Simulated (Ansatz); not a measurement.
# How far each method lies from RCCSDT(Q) for PH$_{4}$⁺, singlet

Geometry: displaced at random from a stationary point.

```yaml
atoms:
  - { symbol: P, position_ang: [0.0031, -0.0001, 0.0047] }
  - { symbol: H, position_ang: [0.8094, 0.7940, 0.8021] }
  - { symbol: H, position_ang: [-0.7608, -0.7631, 0.7598] }
  - { symbol: H, position_ang: [-0.8589, 0.7873, -0.8318] }
  - { symbol: H, position_ang: [0.7152, -0.8147, -0.8754] }
```

Basis cc-pVTZ; Ansatz 0.2.0. Correlated methods freeze the noble-gas cores, which leaves 8 electrons in 85 orbitals. Prefix R: restricted or restricted open-shell reference. Active spaces: valence = (8e, 8o) chosen from the atoms' valence shells.

Full CI isn't at hand for all of this; RCCSDT(Q) serves as the reference, and is uncertain by about the last step of the cluster series.

The UHF ⟨S²⟩ is 0.000, the T1 diagnostic (RCCSD) is 0.0111 and the largest doubles amplitude (RCCSD) is 0.042.

```csv
level,E − E(RHF) (eV)
RMP2,-4.3514
RCCSD,-5.1490
RCCSD(T),-5.2827
```

Estimate how far RCCSDT(Q) in cc-pVTZ lies from RCCSD(T). The table doesn't fix it; the size of (T) and the diagnostics are the guide.

RCCSDT(Q) in cc-pVTZ lies 0.55 kcal/mol below RCCSD(T), which is 18 % of the (T) step (-3.08 kcal/mol). The diagnostics are small and one determinant leads, so the series closes fast and only a small part of (T) is left.

The other levels:

```
                 level  E − E(RCCSDT(Q)) (kcal/mol)  share of correlation (%)  wall time
               BCCD(T)                         0.54                     99.56      1.5 s
                RCCSDT                         0.08                     99.93          –
CASSCF (valence space)                        83.92                     31.42          –
NEVPT2 (valence space)                        24.39                     80.07        4 s
```

The correlation energy at RCCSDT(Q), counted from RHF, is -5.307 eV. That run took 2 min on 1 thread of Arm Neoverse V2, shared host.

Times hold each run's SCF and search for its determinant on a shared host, so for small cases they say little of a method's own cost; they ran on 1 thread of Arm Neoverse V2.

Natural occupations of CASSCF (valence space) about the gap: 1.988 1.980 1.978 1.975 0.026 0.021 0.017 0.016; effectively unpaired electrons, Σ n²(2−n)², 0.01.
